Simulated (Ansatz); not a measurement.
Input for Ansatz (development build ahead of 0.2.0):

```yaml
crystal:
  periodic: [false, false, false]
  atoms:
    - { symbol: "N", position_ang: [0.0, 0.4274, -0.38636] }
    - { symbol: H, position_ang: [0.0, 1.30241, 0.23076] }
    - { symbol: O, position_ang: [0.0, -0.53677, 0.30922] }
basis:
  gaussian: { orbitals: def2-TZVP }
hamiltonian:
  xc: hf
correlation:
  method: mp2
  frozen_orbitals: { H: 0, "N": 1, O: 1 }
```

The input is written out in the form of the current development build from the run's settings.

Results

```
Converged                       : yes
Reference energy                : -129.84372 hartree
Correlation energy              : -0.42881 hartree
Total energy                    : -130.27253 hartree
Spin squared of the determinant : 0.000
```
